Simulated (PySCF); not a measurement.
chloroform (CHCl3), SMILES C(Cl)(Cl)Cl.

The structure is a stationary point at PBE-D3(BJ)/def2-SVP.

Method: TDA-CAM-B3LYP/def2-SVPD in PySCF.

Vertical excitations; the highest root listed may be one member of a degenerate set. Isolated molecule, no solvent. State labels are in the subgroup Cs.

| state | symmetry | energy (eV) | λ (nm) | f | main pairs |
|---|---|---|---|---|---|
| S1 | A" | 6.47 | 191 | 0.000 | HOMO→LUMO 92 % |
| S2 | A' | 6.85 | 181 | 0.000 | HOMO−1→LUMO 88 % |
| S3 | A" | 6.98 | 178 | 0.013 | HOMO−2→LUMO (degenerate set) |
| S4 | A' | 6.98 | 178 | 0.013 | HOMO−3→LUMO (degenerate set) |
| S5 | A" | 7.45 | 166 | 0.009 | HOMO−4→LUMO, HOMO→LUMO+1 (degenerate set) |
| S6 | A' | 7.45 | 166 | 0.009 | HOMO−5→LUMO, HOMO→LUMO+2 (degenerate set) |
| S7 | A" | 8.08 | 153 | 0.000 | HOMO→LUMO+1, HOMO−4→LUMO, HOMO−1→LUMO+2, HOMO−2→LUMO (degenerate set) |
| S8 | A' | 8.08 | 153 | 0.000 | HOMO→LUMO+2, HOMO−5→LUMO, HOMO−1→LUMO+1, HOMO−3→LUMO (degenerate set) |
| S9 | A' | 8.28 | 150 | 0.007 | HOMO−3→LUMO+1 41 %, HOMO−2→LUMO+2 41 %, HOMO−1→LUMO 8 % |
| S10 | A' | 8.36 | 148 | 0.015 | HOMO−1→LUMO+1 51 %, HOMO−5→LUMO 24 % |
| T1 | A" | 5.81 | 213 | 0 | HOMO→LUMO 82 % |
| T2 | A' | 6.14 | 202 | 0 | HOMO−1→LUMO (degenerate set) |
| T3 | A" | 6.14 | 202 | 0 | HOMO−2→LUMO (degenerate set) |
| T4 | A' | 6.14 | 202 | 0 | HOMO−3→LUMO (degenerate set) |
Triplets are in the Tamm–Dancoff approximation.
